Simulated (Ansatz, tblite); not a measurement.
Removing an electron: diborane mono Me (CH₈B₂). Total charge 0; singlet. Geometry: r2SCAN-D4/def2-TZVP. Ansatz, gas phase; energy differences of separate SCF runs; the oxidised species was run as a doublet alone.

```xyz
11

B     0.485    0.230   -0.218
C    -0.807    0.836   -0.873
H     1.578    0.586   -0.545
H     0.444    0.283    1.120
B     0.412   -1.013    1.040
H     1.422   -1.439    1.504
H    -0.660   -1.396    1.395
H     0.487   -1.108   -0.252
H    -0.795    0.673   -1.956
H    -0.828    1.922   -0.736
H    -1.739    0.425   -0.478
```

The xTB rows come from tblite.

Problem. Estimate orbital energies and vertical ionisation energies at: GFN1-xTB; GFN2-xTB; PBE-D4/def2-TZVP; r2SCAN-D4/def2-TZVP; PBE0-D4/def2-TZVP.

Solution. 
```tsv
level	−HOMO (eV)	vertical IE (eV)	−LUMO (eV)	HOMO–LUMO gap (eV)
GFN1-xTB	12.20	15.39	5.86	6.34
GFN2-xTB	11.03	13.99	5.19	5.84
PBE-D4/def2-TZVP	7.63	10.86	1.60	6.03
r2SCAN-D4/def2-TZVP	7.95	11.03	1.25	6.70
PBE0-D4/def2-TZVP	9.03	11.29	0.60	8.44
```

  Raw xTB energy differences between charge states are shifted by several eV; the methods need an empirical correction for them.
